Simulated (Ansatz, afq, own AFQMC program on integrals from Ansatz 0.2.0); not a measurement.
## AFQMC, coupled cluster and functionals along a coordinate of BSiH2, doublet

```yaml
atoms:
  - { symbol: Si, position_ang: [0.0000, -0.0053, 0.5948] }
  - { symbol: B, position_ang: [0.0000, -0.0779, -1.2479] }
  - { symbol: H, position_ang: [0.0000, 1.1505, -0.7602] }
  - { symbol: H, position_ang: [0.0000, -0.1670, -2.4296] }
```

The B2–H4 distance is changed with both sides rigid. Energies in mEh count from this geometry (1.185 Å) at the same level; the start stands on UHF, each point on the determinant named.

Basis cc-pVDZ. Only valence electrons are correlated. Integrals, coupled cluster, full CI and functionals: Ansatz 0.2.0; the random walks run on the same integrals in our own AFQMC program. The CISD trial takes its coefficients from CCSD amplitudes. Released means that phaseless walkers are propagated on without the constraint, phases kept. Uncertainties: one standard error, sampling alone.

Cautions, each for one point or more: higher spins were not checked; strong correlation; the ph-AFQMC/CISD walk drifts between its halves; unrestricted determinant spin contaminated; walk and cluster series may follow different spin states.

```json
{"r(B2–H4) / Å": "1.061", "det.": "UHF", "T1": "0.021", "weight": "0.88", "⟨S²⟩": "0.76", "CCSD(T)": "11.0", "ph-AFQMC/CISD": "12.7 ± 0.6", "released AFQMC": "–", "CCSDT(Q)": "11.1", "wB97M-V": "9.7", "PBE0": "10.6"}
{"r(B2–H4) / Å": "1.290", "det.": "UHF", "T1": "0.021", "weight": "0.87", "⟨S²⟩": "0.76", "CCSD(T)": "3.1", "ph-AFQMC/CISD": "3.5 ± 0.7", "released AFQMC": "3.0 ± 0.7*", "CCSDT(Q)": "3.1", "wB97M-V": "3.9", "PBE0": "3.4"}
{"r(B2–H4) / Å": "1.639", "det.": "UHF", "T1": "0.022", "weight": "0.86", "⟨S²⟩": "0.77", "CCSD(T)": "45.6", "ph-AFQMC/CISD": "47.6 ± 0.6", "released AFQMC": "–", "CCSDT(Q)": "45.3", "wB97M-V": "48.6", "PBE0": "47.0"}
{"r(B2–H4) / Å": "2.139", "det.": "UHF¶", "T1": "0.080", "weight": "0.72", "⟨S²⟩": "1.38", "CCSD(T)": "111.1", "ph-AFQMC/CISD": "109.2 ± 0.8", "released AFQMC": "107.9 ± 1.3*", "CCSDT(Q)": "108.7", "wB97M-V": "121.1", "PBE0": "117.8§"}
{"r(B2–H4) / Å": "3.150", "det.": "UHF¶", "T1": "0.035", "weight": "0.86", "⟨S²⟩": "1.75", "CCSD(T)": "155.7", "ph-AFQMC/CISD": "152.9 ± 0.8", "released AFQMC": "152.7 ± 0.9*", "CCSDT(Q)": "154.0", "wB97M-V": "167.5§", "PBE0": "158.9§"}
```

Weight is that of the determinant in the CISD state; at the start T1 is 0.021 and the weight 0.87, and ⟨S²⟩ is 0.76. ¶ marks points with a poor determinant and no full CI, where no value is sure; they don't count among the departures. An asterisk marks released energies that aren't shown to be converged. A dash marks a missing value, a released energy that hasn't settled or a functional that sits on another state. § marks a functional whose ⟨S²⟩ is too high by over 0.1. Largest departures from CCSDT(Q), at the points where its series has closed: CCSD(T) 0.3 mEh at 1.639 (on UHF), ph-AFQMC/CISD 2.3 mEh at 1.639 (on UHF), wB97M-V 3.3 mEh at 1.639, PBE0 1.7 mEh at 1.639. Functionals count only at points shown to share the start's state and spin. In this small basis the wave-function levels are far from their limit, so their gap to the functionals isn't the functionals' error.

Some points may be missing: those where a free walk finds a much lower state, and past Zn most of those on another determinant than at the start.

A walk keeps the symmetry of its determinant, which the program's search chose and which needn't be the lowest solution, so a lower state of the same spin and another symmetry isn't excluded.
